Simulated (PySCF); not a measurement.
**Si₂⁺: from constants to spectrum**

PBE0 constants of Si₂⁺, ⁴Σg⁻ (quartet), unpaired electrons σ ↑, π ↑↑ (Si def2-TZVP; no relativity (PySCF 2.14); masses 27.9769 and 27.9769 u):

- ωe: 472.1 cm⁻¹
- ωexe: 2.13 cm⁻¹
- Be: 0.23332 cm⁻¹
- αe: 0.00146 cm⁻¹
- D (centrifugal): 2.28e-07 cm⁻¹
- De to Si⁺ + Si: 3.71 eV

Q: Give the vibrational terms G(v) and spacings up to v = 6.

A: G(v) = ωe(v+½) − ωexe(v+½)².

| v | G(v) (cm⁻¹) | G(v) − G(v−1) | Bv (cm⁻¹) |
| --- | --- | --- | --- |
| 0 | 235.5 |  | 0.2326 |
| 1 | 703.4 | 467.8 | 0.2311 |
| 2 | 1166.9 | 463.6 | 0.2297 |
| 3 | 1626.3 | 459.3 | 0.2282 |
| 4 | 2081.3 | 455.1 | 0.2268 |
| 5 | 2532.1 | 450.8 | 0.2253 |
| 6 | 2978.7 | 446.5 | 0.2238 |

Q: How well does the Morse estimate ωe²/(4ωexe) reproduce De, and what is D0?

A: It gives 3.24 eV, 87 % of the computed De. D0 = De − G(0) = 3.71 − 0.03 = 3.68 eV.

The state was picked by a PBE0 search and need not be the measured ground state.
